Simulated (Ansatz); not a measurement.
# Crystal structures of aluminium under LDA

Computed with DFT, LDA (PW92), plane waves (420 eV) with PAW, scalar-relativistic (Ansatz). The PAW files were generated under PBE, with cores re-solved for the functional.

Each structure is relaxed within its own symmetry, so a high-lying one may be dynamically unstable.

Problem. Rank these structures of aluminium by energy per atom, lowest first.
A. hcp
B. dhcp
C. omega (AlB2-type)
D. diamond
E. fcc
F. bcc
G. A15
H. simple cubic

Solution. E (0 meV/atom), B (15 meV/atom), A (37 meV/atom), G (80 meV/atom), F (101 meV/atom), C (120 meV/atom), H (390 meV/atom), D (806 meV/atom).

| structure | ΔE (meV/atom) | V (Å³/atom) | cell | magnetic state |
| --- | --- | --- | --- | --- |
| fcc | 0 | 15.80 | a = 3.983 Å | spin not included |
| dhcp | 15 | 15.87 | a = 2.806 Å, c = 9.305 Å (c/a = 3.316) | spin not included |
| hcp | 37 | 15.93 | a = 2.836 Å, c = 4.573 Å (c/a = 1.613) | spin not included |
| A15 | 80 | 16.23 | a = 5.064 Å | spin not included |
| bcc | 101 | 16.24 | a = 3.190 Å | spin not included |
| omega (AlB2-type) | 120 | 16.48 | a = 4.519 Å, c = 2.796 Å (c/a = 0.619) | spin not included |
| simple cubic | 390 | 19.30 | a = 2.682 Å | spin not included |
| diamond | 806 | 26.32 | a = 5.949 Å | spin not included |

ΔE counts from fcc.

Differences under about 8 meV lie within the error of the k-point mesh.
